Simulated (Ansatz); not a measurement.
SiH$_{2}$, triplet: the ladder up to full CI

Geometry: MP2(full)/6-31G*, from the G2/97 set.

```csv
atom,x (Å),y (Å),z (Å)
Si,0.0000,0.0000,0.0508
H,0.0000,1.2719,-0.7081
H,0.0000,-1.2719,-0.7081
```

Basis cc-pV(T+d)Z; Ansatz 0.2.0. Correlated methods freeze the noble-gas cores, which leaves 6 electrons in 62 orbitals. Prefix R: restricted or restricted open-shell reference; prefix U: unrestricted. Active spaces: valence = (6e, 6o) chosen from the atoms' valence shells.

Full CI is exact within this basis and frozen core; it isn't the basis-set limit. The frozen core follows each run's orbitals, which can shift R against U totals by a few meV.

For open shells CISD and CISDTQ are restricted-active-space CI with the open shells as a complete middle space.

The UHF ⟨S²⟩ is 2.006. The T1 diagnostic (RCCSD) is 0.0232 and the largest doubles amplitude (RCCSD) is 0.045. The T1 diagnostic (UCCSD) is 0.0180.

| level | E − E(full CI) (kJ/mol) | share of correlation (%) | wall time |
| --- | --- | --- | --- |
| RHF | 309.4 | 0.00 | – |
| UHF | 304.1 | 1.70 | – |
| RMP2 | 68.8 | 77.76 | – |
| UMP2 | 68.4 | 77.89 | – |
| RCCSD | 10.7 | 96.55 | – |
| UCCSD | 10.4 | 96.63 | – |
| RCCSD(T) | 2.3 | 99.25 | 4.3 s |
| UCCSD(T) | 2.2 | 99.30 | 4 s |
| BCCD(T) | 2.3 | 99.26 | 1.6 s |
| RCCSDT | 0.2 | 99.93 | – |
| UCCSDT | 0.1 | 99.98 | – |
| CISDTQ | 0.2 | 99.93 | 4.8 s (H100) |
| RCCSDT(Q) | 0.0 | 99.99 | 2.1 s (H100) |
| UCCSDT(Q) | -0.1 | 100.04 | 2.5 s (H100) |
| RCCSDTQ | 0.0 | 100.00 | 16 s (H100) |
| CASSCF (valence space) | 230.6 | 25.49 | – |
| NEVPT2 (valence space) | 70.7 | 77.16 | 1 s |
| MRCISD (valence space) | 13.3 | 95.70 | – |
| MRCISD+Q (valence space) | 2.4 | 99.23 | 1.7 s (H100) |
| MRCISD+Q(relaxed) (valence space) | -0.6 | 100.20 | 1.8 s (H100) |

The correlation energy at full CI, counted from RHF, is -3.207 eV. That run took 21 s on 5 threads of AMD EPYC 7R13 with a whole H100 80 GB, shared host over 357,289,600 determinants.

Times hold each run's SCF and search for its determinant on a shared host, so for small cases they say little of a method's own cost; rows without a card ran on 1 thread of AMD EPYC 7R13.

More than 5 meV below full CI, which no variational method can be: MRCISD+Q(relaxed) (valence space).

The full-CI state has the irrep B1 of C2v, in the program's axes.

Natural occupations of full CI about the gap: 1.950 1.939 0.989 0.982 0.031 0.023 0.014 0.012 0.012 0.009; effectively unpaired electrons, Σ n²(2−n)², 2.03.

Atomization energy (electronic, same basis, no zero-point term; atoms at the same level, unrestricted beside the R rows where the molecule is a closed shell, with restricted open-shell steps beyond CCSDT(Q)) at full CI: 543.9 kJ/mol. Errors of other levels:

```json
{"level": "RHF", "error (kJ/mol)": "-94.0"}
{"level": "UHF", "error (kJ/mol)": "-100.1"}
{"level": "RMP2", "error (kJ/mol)": "-12.2"}
{"level": "UMP2", "error (kJ/mol)": "-11.7"}
{"level": "RCCSD", "error (kJ/mol)": "-1.5"}
{"level": "UCCSD", "error (kJ/mol)": "-1.9"}
{"level": "RCCSD(T)", "error (kJ/mol)": "-0.1"}
{"level": "UCCSD(T)", "error (kJ/mol)": "-0.1"}
{"level": "BCCD(T)", "error (kJ/mol)": "-0.1"}
{"level": "RCCSDT", "error (kJ/mol)": "0.0"}
{"level": "UCCSDT", "error (kJ/mol)": "0.0"}
{"level": "CISDTQ", "error (kJ/mol)": "-0.2"}
{"level": "RCCSDT(Q)", "error (kJ/mol)": "0.0"}
{"level": "UCCSDT(Q)", "error (kJ/mol)": "0.0"}
{"level": "RCCSDTQ", "error (kJ/mol)": "0.0"}
{"level": "CASSCF (valence space)", "error (kJ/mol)": "-50.0"}
{"level": "NEVPT2 (valence space)", "error (kJ/mol)": "-27.1"}
{"level": "MRCISD (valence space)", "error (kJ/mol)": "-5.3"}
{"level": "MRCISD+Q (valence space)", "error (kJ/mol)": "-4.8"}
{"level": "MRCISD+Q(relaxed) (valence space)", "error (kJ/mol)": "-2.0"}
```

This basis is far from its limit, so the value isn't to be set against a measured one. Truncated CI isn't size-consistent, which counts against it in atomization.
